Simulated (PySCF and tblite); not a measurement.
Results of a calculation; reference values are marked as such.
System: C₄H₉NS, numbered as in [CH2:1]1[CH2:2][NH:3][CH2:4][S:5][CH2:6]1.

Motion: pyramidal inversion at N3. GFN2-xTB gives an electronic barrier of 6.4 kcal/mol and a reaction energy of 4.5 kcal/mol.

PBE0/pcSseg-1 + D3(BJ) on PBE0-D3(BJ)/def2-SVP geometries gives 5.8 kcal/mol and k(298 K) = 2.5×10⁹ s⁻¹.

What does OPBE/pcSseg-1 + D3(BJ) give on PBE0-D3(BJ)/def2-SVP geometries?

A barrier of 6.6 kcal/mol, 0.8 above the first DFT barrier (from unrounded values), a reaction energy of 4.1 kcal/mol and, with GFN2-xTB thermal terms, ΔG‡(298 K) = 5.5 kcal/mol and k = 6.1×10⁸ s⁻¹ (1 equivalent path).

Programs: tblite and PySCF.
